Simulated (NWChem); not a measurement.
All runs are NWChem calculations. System: hydrogen sulfide (H2S), charge 0, spin multiplicity 1, at a geometry optimised with PBE/def2-SVP. Level: PBE/6-31G* (spherical d).

The NWChem input:

```
start mol
memory heap 200 mb stack 900 mb global 1100 mb
geometry units angstroms nocenter noautoz
  S      0.000000     0.000000     0.105588
  H     -0.973994     0.000000    -0.844700
  H      0.973994     0.000000    -0.844700
  symmetry group C2v
end
basis spherical
  * library 6-31g*
end
dft
  xc xpbe96 cpbe96
  semidirect memsize 60000000 filesize 0
  iterations 100
end
property
  dipole
  response 1 0.0
end
task dft property
```

Part of the output:

```
             Northwest Computational Chemistry Package (NWChem) 7.3.0
             --------------------------------------------------------

                                NWChem Input Module
                                -------------------

 Scaling coordinates for geometry "geometry" by  1.889725989
 (inverse scale =  0.529177249)

 Turning off AUTOSYM since
 SYMMETRY directive was detected!

                             Geometry "geometry" -> ""
                             -------------------------

 Output coordinates in angstroms (scale by  1.889725989 to convert to a.u.)

  No.       Tag          Charge          X              Y              Z
 ---- ---------------- ---------- -------------- -------------- --------------
    1 S                   16.0000     0.00000000     0.00000000     0.10558800
    2 H                    1.0000    -0.97399400     0.00000000    -0.84470000
    3 H                    1.0000     0.97399400     0.00000000    -0.84470000

 Effective nuclear repulsion energy (a.u.)      12.7157812366

            Nuclear Dipole moment (a.u.)
            ----------------------------
        X                 Y               Z
 ---------------- ---------------- ----------------
     0.0000000000     0.0000000000     0.0000151178

      Symmetry information
      --------------------

 Group name             C2v
 Group number             16
 Group order               4
 No. of unique centers     2

      Symmetry unique atoms

     1    2


 Summary of "ao basis" -> "" (spherical)
 ------------------------------------------------------------------------------
       Tag                 Description            Shells   Functions and Types
 ---------------- ------------------------------  ------  ---------------------
 *                           6-31g*                   on all atoms

  pbe96 is a nonlocal functional; adding pw91lda local functional.
                              NWChem Property Module
                              ----------------------

                                 NWChem DFT Module
                                 -----------------

 Summary of "ao basis" -> "ao basis" (spherical)
 ------------------------------------------------------------------------------
       Tag                 Description            Shells   Functions and Types
 ---------------- ------------------------------  ------  ---------------------
 S                           6-31g*                  8       18   4s3p1d
 H                           6-31g*                  2        2   2s

 Summary of "ao basis" -> "ao basis" (spherical)
 ------------------------------------------------------------------------------
       Tag                 Description            Shells   Functions and Types
 ---------------- ------------------------------  ------  ---------------------
 S                           6-31g*                  8       18   4s3p1d
 H                           6-31g*                  2        2   2s

            General Information
            -------------------
          SCF calculation type: DFT
          Wavefunction type:  closed shell.
          No. of atoms     :     3
          No. of electrons :    18
           Alpha electrons :     9
            Beta electrons :     9
          Charge           :     0
          Spin multiplicity:     1
          Use of symmetry is: off; symmetry adaption is: off
          Maximum number of iterations: 100
          AO basis - number of functions:    22
                     number of shells:    12
          Convergence on energy requested:  1.00D-06
          Convergence on density requested:  1.00D-05
          Convergence on gradient requested:  5.00D-04

              XC Information
              --------------
          PerdewBurkeErnzerhof Exchange Functional  1.000
            Perdew 1991 LDA Correlation Functional  1.000 local
           PerdewBurkeErnz. Correlation Functional  1.000 non-local

             Grid Information
             ----------------
          Grid used for XC integration:  medium
          Radial quadrature: Mura-Knowles
          Angular quadrature: Lebedev.
          Tag              B.-S. Rad. Rad. Pts. Rad. Cut. Ang. Pts.
          ---              ---------- --------- --------- ---------
          S                   1.00       88           6.0       590
          H                   0.35       45           7.0       434
          Grid pruning is: on
          Number of quadrature shells:   178
          Spatial weights used:  Erf1

          Convergence Information
          -----------------------
          Convergence aids based upon iterative change in
          total energy or number of iterations.
          Levelshifting, if invoked, occurs when the
          HOMO/LUMO gap drops below (HL_TOL):  1.00D-02
          DIIS, if invoked, will attempt to extrapolate
          using up to (NFOCK): 10 stored Fock matrices.

                    Damping( 0%)  Levelshifting(0.5)       DIIS
                  --------------- ------------------- ---------------
          dE  on:    start            ASAP                start
          dE off:    2 iters        100 iters           100 iters

      Screening Tolerance Information
      -------------------------------
          Density screening/tol_rho:  1.00D-10
          AO Gaussian exp screening on grid/accAOfunc:  14
          CD Gaussian exp screening on grid/accCDfunc:  20
          XC Gaussian exp screening on grid/accXCfunc:  20
          Schwarz screening/accCoul:  1.00D-08

      Superposition of Atomic Density Guess
      -------------------------------------

 Sum of atomic energies:        -398.45214603

      Non-variational initial energy
      ------------------------------

 Total energy =    -398.592448
 1-e energy   =    -575.390837
 2-e energy   =     164.082608
 HOMO         =      -0.315789
 LUMO         =       0.089117

------------------------------------------------------------
EAF file 0: "./mol.aoints.0" size=524288 bytes
------------------------------------------------------------
               write      read    awrite     aread      wait
               -----      ----    ------     -----      ----
     calls:        1         0         0         0         0
   data(b): 5.24e+05  0.00e+00  0.00e+00  0.00e+00
   time(s): 0.00e+00  0.00e+00  0.00e+00  0.00e+00  0.00e+00
rate(mb/s): 0.00e+00  0.00e+00
------------------------------------------------------------

   convergence    iter        energy       DeltaE   RMS-Dens  Diis-err    time
 ---------------- ----- ----------------- --------- --------- ---------  ------
 d= 0,ls=0.0,diis     1   -399.1627559148 -4.12D+02  2.72D-02  1.55D-01     0.3
 d= 0,ls=0.0,diis     2   -399.1714830760 -8.73D-03  1.62D-02  6.17D-02     0.4
 d= 0,ls=0.0,diis     3   -399.1818166938 -1.03D-02  5.31D-03  8.12D-03     0.4
 d= 0,ls=0.0,diis     4   -399.1832482460 -1.43D-03  9.43D-04  3.98D-04     0.5
 d= 0,ls=0.0,diis     5   -399.1833134843 -6.52D-05  5.25D-05  1.55D-06     0.6
 d= 0,ls=0.0,diis     6   -399.1833137482 -2.64D-07  4.06D-06  5.28D-09     0.7

         Total DFT energy =     -399.183313748238
      One electron energy =     -576.343449599264
           Coulomb energy =      190.661838968142
    Exchange-Corr. energy =      -26.217484353743
 Nuclear repulsion energy =       12.715781236627

 Numeric. integr. density =       18.000000178701

     Total iterative time =      0.5s

                       DFT Final Molecular Orbital Analysis
                       ------------------------------------

 Vector    7  Occ=2.000000D+00  E=-4.048019D-01
              MO Center= -4.0D-10, -2.3D-12, -4.0D-01, r^2= 1.5D+00
   Bfn.  Coefficient  Atom+Function         Bfn.  Coefficient  Atom+Function
  ----- ------------  ---------------      ----- ------------  ---------------
     7      0.526842  1 S  px                19     -0.243133  2 H  s
    21      0.243133  3 H  s                 20     -0.220412  2 H  s
    22      0.220412  3 H  s                  3     -0.208867  1 S  px
    11      0.121459  1 S  px                17      0.081957  1 S  d  1

 Vector    8  Occ=2.000000D+00  E=-3.289928D-01
              MO Center=  9.7D-10, -5.5D-10,  1.8D-01, r^2= 1.5D+00
   Bfn.  Coefficient  Atom+Function         Bfn.  Coefficient  Atom+Function
  ----- ------------  ---------------      ----- ------------  ---------------
     9      0.557572  1 S  pz                 6      0.328093  1 S  s
    10      0.310590  1 S  s                  5     -0.219763  1 S  pz
    13      0.207158  1 S  pz                20     -0.181619  2 H  s
    22     -0.181619  3 H  s                 19     -0.163211  2 H  s
    21     -0.163211  3 H  s                  2     -0.152637  1 S  s

 Vector    9  Occ=2.000000D+00  E=-2.230249D-01
              MO Center= -9.9D-12,  3.3D-10,  8.7D-02, r^2= 1.5D+00
   Bfn.  Coefficient  Atom+Function         Bfn.  Coefficient  Atom+Function
  ----- ------------  ---------------      ----- ------------  ---------------
     8      0.694551  1 S  py                12      0.437900  1 S  py
     4     -0.266434  1 S  py                15     -0.026072  1 S  d -1

 Vector   10  Occ=0.000000D+00  E=-1.251514D-02
              MO Center= -2.7D-09, -3.1D-12, -1.4D-01, r^2= 2.6D+00
   Bfn.  Coefficient  Atom+Function         Bfn.  Coefficient  Atom+Function
  ----- ------------  ---------------      ----- ------------  ---------------
    11      0.911493  1 S  px                20      0.903984  2 H  s
    22     -0.903984  3 H  s                  7      0.511737  1 S  px
    19      0.205885  2 H  s                 21     -0.205885  3 H  s
     3     -0.179403  1 S  px                17     -0.141985  1 S  d  1

 Vector   11  Occ=0.000000D+00  E= 2.682631D-02
              MO Center=  2.7D-09, -7.3D-11, -4.7D-01, r^2= 2.9D+00
   Bfn.  Coefficient  Atom+Function         Bfn.  Coefficient  Atom+Function
  ----- ------------  ---------------      ----- ------------  ---------------
    20      1.201329  2 H  s                 22      1.201329  3 H  s
    10     -1.056547  1 S  s                 13      0.961667  1 S  pz
     9      0.474568  1 S  pz                 6     -0.469443  1 S  s
     5     -0.156925  1 S  pz                 2      0.153833  1 S  s
    19      0.144051  2 H  s                 21      0.144051  3 H  s

 Vector   12  Occ=0.000000D+00  E= 2.907596D-01
              MO Center= -1.5D-09, -2.8D-12,  1.0D-01, r^2= 3.2D+00
   Bfn.  Coefficient  Atom+Function         Bfn.  Coefficient  Atom+Function
  ----- ------------  ---------------      ----- ------------  ---------------
    11      1.256667  1 S  px                 7     -1.074770  1 S  px
     3      0.261722  1 S  px                17     -0.169568  1 S  d  1
    19      0.140244  2 H  s                 21     -0.140244  3 H  s
    20     -0.030685  2 H  s                 22      0.030685  3 H  s

 center of mass
 --------------
 x =   0.00000000 y =   0.00000000 z =   0.09303298

 moments of inertia (a.u.)
 ------------------
           6.114655699933           0.000000000000           0.000000000000
           0.000000000000          12.943156388186           0.000000000000
           0.000000000000           0.000000000000           6.828500688253

     Multipole analysis of the density
     ---------------------------------

     L   x y z        total         alpha         beta         nuclear
     -   - - -        -----         -----         ----         -------
     0   0 0 0     -0.000000     -9.000000     -9.000000     18.000000

     1   1 0 0     -0.000000     -0.000000     -0.000000      0.000000
     1   0 1 0      0.000000      0.000000      0.000000      0.000000
     1   0 0 1     -0.581151     -0.290583     -0.290583      0.000015

     2   2 0 0     -9.096819     -7.936151     -7.936151      6.775483
     2   1 1 0      0.000000      0.000000      0.000000      0.000000
     2   1 0 1     -0.000000     -0.000000     -0.000000      0.000000
     2   0 2 0    -12.366069     -6.183034     -6.183034      0.000000
     2   0 1 1      0.000000      0.000000      0.000000      0.000000
     2   0 0 2    -10.003725     -7.868387     -7.868387      5.733049

 *** CALLING NEW AORESP DRIVER FOR CLOSED AND OPEN SHELLS ***
 Entering AOResponse driver routine

--------------------------------------------------------------------------------

          ****************
          *** RESPONSE ***
          ****************

 Response module for NWChem and dynamic CPKS solver

          -----------------------------------------------
          Solving response equations for perturbing field
          -----------------------------------------------

 number of frequencies:     1
 frequency in a.u.:  0.0000000E+00
 Perturbing field: electric
 Using El. Dipole Length Gauge

 Setting up CPKS with frequency omega =      0.00000000 a.u.

 STATIC response

                                NWChem CPHF Module
                                ------------------

  scftype          =     RHF
  nclosed          =        9
  nopen            =        0
  variables        =      117
  # of vectors     =        3
  tolerance        = 0.10D-03
  level shift      = 0.00D+00
  max iterations   =       50
  max subspace     =       30

  int2e_file: Failed to allocate cache ... halving
 SCF residual:    4.1181501274516310E-006

Iterative solution of linear equations
  No. of variables      117
  No. of equations        3
  Maximum subspace       30
        Iterations       50
       Convergence  1.0D-04

   iter   nsub   residual    time
   ----  ------  --------  ---------
     1      3    4.38D+00       1.1
     2      6    8.11D-01       1.3
     3      9    1.50D-01       1.6
     4     12    1.17D-02       1.9
     5     15    5.95D-04       2.1
     6     18    2.08D-05       2.4

 Electric Dipole Response Matrix (nonzero elements):

              1        2        3
    1   17.4208  -0.0000   0.0000
    2   -0.0000  10.9914   0.0000
    3    0.0000   0.0000  16.0674

 ------------------------------------------
 average:        14.82653 + I       0.00000

 DFT Linear Response polarizability / au
 Frequency  =       0.0000000 / au
 Wavelength = -999999.0000000 / nm
              X              Y              Z
 -----------------------------------------------
 X      17.4208107     -0.0000000      0.0000000
 Y      -0.0000000     10.9913536      0.0000000
 Z       0.0000000      0.0000000     16.0674239
 -----------------------------------------------
 Eigenvalues =      17.4208107     10.9913536     16.0674239
 Isotropic   =      14.8265294
 Anisotropic =       5.8709481
 -----------------------------------------------

 Magnetic Dipole Response Matrix (nonzero elements):
 Optical rotation tensor Beta

 *** static G'=0. Use GPRIME input with finite omega
 *** or better ORBETA without GPRIME for small or zero freq.

 zero matrix

 ------------------------------------------
 average:         0.00000 + I       0.00000

 Exiting AOResponse driver routine

          -------------
          Dipole Moment
          -------------

 Center of charge (in au) is the expansion point
         X =       0.0000000 Y =       0.0000000 Z =       0.0000008

   Dipole moment        0.5811509794 A.U.
             DMX       -0.0000000021 DMXEFC        0.0000000000
             DMY        0.0000000015 DMYEFC        0.0000000000
             DMZ       -0.5811509794 DMZEFC        0.0000000000
   -EFC- dipole         0.0000000000 A.U.
   Total dipole         0.5811509794 A.U.

   Dipole moment        1.4771496144 Debye(s)
             DMX       -0.0000000053 DMXEFC        0.0000000000
             DMY        0.0000000037 DMYEFC        0.0000000000
             DMZ       -1.4771496144 DMZEFC        0.0000000000
   -EFC- dipole         0.0000000000 DEBYE(S)
   Total dipole         1.4771496144 DEBYE(S)

 1 a.u. = 2.541766 Debyes

 Task  times  cpu:        2.4s     wall:        2.4s

 Total times  cpu:        2.4s     wall:        2.4s
```
